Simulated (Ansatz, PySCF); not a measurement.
Species: dimethylether, C$_{2}$H$_{6}$O, net charge 0, singlet state. 
Coordinates optimised at B3LYP-D3(BJ)/def2-TZVP (Ansatz, a first-principles code):
```
O
C 1 1.4094
H 2 1.0890 1 107.47
H 2 1.0983 3 109.03 1 -120.94
H 2 1.0983 3 109.03 4 -118.12
C 1 1.4094 2 112.50 3 -180.00
H 6 1.0890 1 107.47 2 180.00
H 6 1.0983 7 109.03 1 120.94
H 6 1.0983 7 109.03 8 118.12
```

Total electronic energies in hartree. Correlated levels leave the core frozen unless marked. Spin-orbit coupling is left out. Non-relativistic unless marked X2C. Basis-set limits of correlation are two-point, X^-3; Hartree-Fock from the larger set. [CCSD(T)-MP2]/basis is that difference in the basis named.

```
level                                                                 program  energy (Eh)
-------------------------------------------------------------  --------------  -----------
HF/cc-pVDZ                                                             Ansatz   -154.07591
HF/cc-pwCVTZ                                                           Ansatz   -154.12704
HF/def2-TZVPD                                                           PySCF   -154.13096
HF-D3(BJ)/def2-TZVPD                                            PySCF + dftd3   -154.16775
HF-D4/def2-TZVPD                                                PySCF + dftd4   -154.14653
BLYP-D4/def2-TZVPD                                             Ansatz + dftd4   -155.03434
revPBE-D4/def2-TZVPD                                           Ansatz + dftd4   -155.05162
TPSS-D4/def2-TZVPD                                              PySCF + dftd4   -155.11825
PBE0/6-31G*                                                            Ansatz   -154.83814
PBE0-D3(BJ)/def2-TZVP                                          Ansatz + dftd3   -154.90629
TPSSh-D3(BJ)/def2-TZVPD                                         PySCF + dftd3   -155.10153
M06-2X/def2-TZVPD                                                       PySCF   -155.01231
B2GP-PLYP-D3(BJ)/def2-TZVPD                                    Ansatz + dftd3   -154.92605
RPA@PBE/cc-pVQZ                                                        Ansatz   -155.16692
MP2/STO-3G                                                             Ansatz   -152.27193
MP2/aug-cc-pVDZ                                                        Ansatz   -154.59099
CCSD/6-31G                                                             Ansatz   -154.32984
CCSD/aug-cc-pVDZ                                                       Ansatz   -154.62853
CCSD/cc-pwCVTZ                                                         Ansatz   -154.76279
CCSD(T)/aug-cc-pVDZ                                                    Ansatz   -154.64465
CCSD(T)/cc-pVDZ                                                        Ansatz   -154.60621
X2C-CCSD(T)/cc-pVTZ-DK                                                 Ansatz   -154.85786
RI-MP2/CBS(aug-cc-pVTZ,aug-cc-pVQZ)+[CCSD(T)-MP2]/aug-cc-pVTZ          Ansatz    -154.8611
```

Totals of different functionals don't rank their quality; only differences between species are comparable.
